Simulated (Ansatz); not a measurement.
The input, for Ansatz 0.2.0:

```yaml
crystal:
  periodic: [false, false, false]
  atoms:
    - {symbol: B, position_ang: [0.000000, 0.000000, 0.000000]}
    - {symbol: C, position_ang: [0.000000, 0.000000, 1.849000]}
basis:
  gaussian: {orbitals: cc-pVDZ}
magnetization: {spin_polarized: false, initial_magnetization: 1}
correlation: {method: fic_mrcisd_q, electrons: outside_noble_gas, active_space: {window: {electrons: 3, orbitals: 3}}}
```

```sh
$ ansatz run in.yaml --threads 1 --pin off --events-out ev --progress --plain --max-ram 2393MiB
```

The program prints:

```
268 factors; integrals over basis functions are off by at most 1.1e-3 eV
mean field evaluation 1: about -1690.8727 eV, gradient 1.2e1 eV
mean field evaluation 2: about -1690.8738 eV, gradient 1.2e1 eV
mean field evaluation 4: about -1691.6101 eV, gradient 2.0e0 eV
mean field evaluation 8: about -1691.7363 eV, gradient 2.1e-1 eV
mean field evaluation 16: about -1691.9430 eV, gradient 1.5e0 eV
mean field evaluation 32: about -1692.6836 eV, gradient 1.2e-1 eV
mean field evaluation 64: about -1692.6395 eV, gradient 1.0e0 eV
mean field evaluation 96: about -1692.7230 eV, gradient 5.5e0 eV
mean field evaluation 128: about -1693.6770 eV, gradient 5.3e-1 eV
mean field evaluation 160: about -1691.7390 eV, gradient 6.0e-5 eV
mean field -1693.67786395 eV, -62.2415134842 hartree, gradient 1.6e-6 eV, S^2 0.750000; 17 other end points of the search recorded, 0 dependent functions left out
reference -1693.67786395 eV, -62.2415134842 hartree; 6, 5 occupied and 22, 23 virtual orbitals, 268 factors
state -1694.29229857 eV, -62.2640935400 hartree
...
contracted CI cycle   6: correlation -3.90916759 eV, -0.1436592593 hartree, residual 1.68e-1 eV
contracted CI cycle   7: correlation -3.91012567 eV, -0.1436944679 hartree, residual 1.21e-1 eV
contracted CI cycle   8: correlation -3.91059185 eV, -0.1437115999 hartree, residual 6.67e-2 eV
contracted CI cycle   9: correlation -3.91073615 eV, -0.1437169028 hartree, residual 3.63e-2 eV
contracted CI cycle  10: correlation -3.91077393 eV, -0.1437182911 hartree, residual 1.84e-2 eV
contracted CI cycle  11: correlation -3.91078338 eV, -0.1437186384 hartree, residual 8.86e-3 eV
contracted CI cycle  12: correlation -3.91078567 eV, -0.1437187226 hartree, residual 4.26e-3 eV
contracted CI cycle  13: correlation -3.91078616 eV, -0.1437187404 hartree, residual 1.83e-3 eV
contracted CI cycle  14: correlation -3.91078624 eV, -0.1437187435 hartree, residual 7.76e-4 eV
contracted CI cycle  15: correlation -3.91078625 eV, -0.1437187440 hartree, residual 3.42e-4 eV
state -1694.26139868 eV, -62.2629579899 hartree; corrected -1698.62149835 eV, -62.4231886972 hartree
state -1694.26139868 eV, -62.2629579899 hartree; corrected -1698.62149835 eV, -62.4231886972 hartree
WARN: the results are in doubt because another end's mean lies 0.031 eV lower, and its corrected mean 0.029 eV higher
Total energy: -1698.62149835 eV, -62.4231886972 hartree
In doubt: another end's mean lies 0.031 eV lower, and its corrected mean 0.029 eV higher
```

Natural occupations: 1.9354 1.0000 0.0646.

Ran on 1 thread of Arm Neoverse V2, shared host: 1.1 s wall, 0.08 GiB peak host memory.
